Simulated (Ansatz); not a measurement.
Species: SiO, charge 0, singlet. SiO (oxosilicon, SMILES O=[Si]).
B3LYP-D3(BJ)/def2-TZVP minimum from Ansatz (a program for electronic structure):
```xyz
2

Si     0.0000     0.0000    -0.5502
O      0.0000     0.0000     0.9629
```
Charge 0, spin multiplicity 1.

Quantity: atomisation energy (electronic, to ground-state atoms), in kJ/mol. Radicals and triplets start from unrestricted determinants; spin-orbit coupling is neglected. CBS(X,Y): correlation extrapolated as X^-3, Hartree-Fock from the larger set (Q,5: extrapolated as (X+1)exp(-9√X)). A bracket is a step between two methods taken in the basis named. The functionals are non-relativistic, so their misses hold any scalar relativity. '+ core + X2C': CCSD(T) terms for core correlation (cc-pwCVTZ, 1s frozen past Ne) and scalar relativity (cc-pVTZ-DK). The T1 diagnostic of OSi (O=[Si], singlet) reaches 0.030 in the sets run.

CCSD(T)/CBS(cc-pV(Q+d)Z,cc-pV(5+d)Z) + [CCSDT(Q) - CCSD(T)]/cc-pV(Q+d)Z + [CCSDTQ - CCSDT(Q)]/cc-pV(D+d)Z + core + X2C (Ansatz) gives 805.3 kJ/mol.

### Question
What does PBE/def2-TZVPD (Ansatz) give here, and how do the other levels compare?

### Answer
PBE gives 819.2 kJ/mol, 13.9 kJ/mol above it. Differences of the others: B3LYP/def2-TZVPD (Ansatz) -21.3; PBE0/def2-TZVPD (Ansatz) -42.2; wB97M-V/def2-TZVPD (Ansatz) 0.2; CCSD(T)/CBS(cc-pV(Q+d)Z,cc-pV(5+d)Z) + core + X2C (Ansatz) -0.6 kJ/mol. Nearer than PBE: wB97M-V/def2-TZVPD, CCSD(T)/CBS(cc-pV(Q+d)Z,cc-pV(5+d)Z) + core + X2C.
